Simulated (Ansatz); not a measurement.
```yaml
crystal:
  periodic: [false, false, false]
  atoms:
    - {symbol: Ti, position_ang: [-0.942112, 0.552837, -0.003478]}
    - {symbol: Si, position_ang: [1.466510, -0.975445, 0.005565]}
    - {symbol: H, position_ang: [0.893892, 2.211906, -0.000304]}
    - {symbol: H, position_ang: [2.983719, -1.286049, 0.010403]}
basis:
  gaussian: {orbitals: def2-TZVP}
hamiltonian: {xc: pbe0}
relax: {f_tol: 0.004, max_steps: 80}
```

```sh
$ ansatz run in.yaml --threads 1 --pin off --events-out ev --progress --plain --max-ram 2176MiB
```

Steps of the relaxation (energy above the last step; positions in Å, forces in eV/Å):

```
4
step 1, 3347.3 meV
Ti   -0.942    0.553   -0.003    4.352   -0.144    0.013
Si    1.467   -0.975    0.006   -2.383    0.872   -0.008
H     0.894    2.212    0.000   -1.554   -1.236   -0.003
H     2.984   -1.286    0.010   -0.415    0.508   -0.002
```

```
4
step 2, 2029.6 meV
Ti   -0.747    0.545   -0.003    4.590   -0.326    0.014
Si    1.389   -0.949    0.005   -2.146    1.184   -0.008
H     0.828    2.159    0.000   -1.621   -1.281   -0.003
H     2.933   -1.251    0.010   -0.824    0.423   -0.003
```

```
4
step 3, 804.0 meV
Ti   -0.552    0.537   -0.002    3.606   -0.168    0.011
Si    1.323   -0.914    0.005   -1.228    1.057   -0.005
H     0.757    2.106   -0.001   -1.362   -1.180   -0.002
H     2.875   -1.225    0.010   -1.016    0.290   -0.003
```

```
4
step 8, 0.1 meV
Ti   -0.224    0.581   -0.001   -0.002    0.000    0.000
Si    1.391   -0.866    0.005    0.006    0.013    0.000
H     0.439    2.199   -0.002    0.000   -0.006    0.000
H     2.795   -1.410    0.010   -0.004   -0.006    0.000
```

```
4
step 11, 0.0 meV
Ti   -0.226    0.580   -0.001    0.002    0.001    0.000
Si    1.395   -0.857    0.005   -0.001   -0.002    0.000
H     0.439    2.196   -0.002    0.000    0.000    0.000
H     2.794   -1.416    0.010    0.000    0.001    0.000
```

Close pairs at the end: Si2–H4 1.506 Å, Ti1–H3 1.748 Å, Ti1–Si2 2.167 Å.

A stationary point of restricted PBE0 after 11 steps (its stability towards spin polarisation wasn't tested); no frequencies were run, so it isn't proven a minimum. 51 s on 1 thread of Intel Xeon Platinum 8175M, shared host.
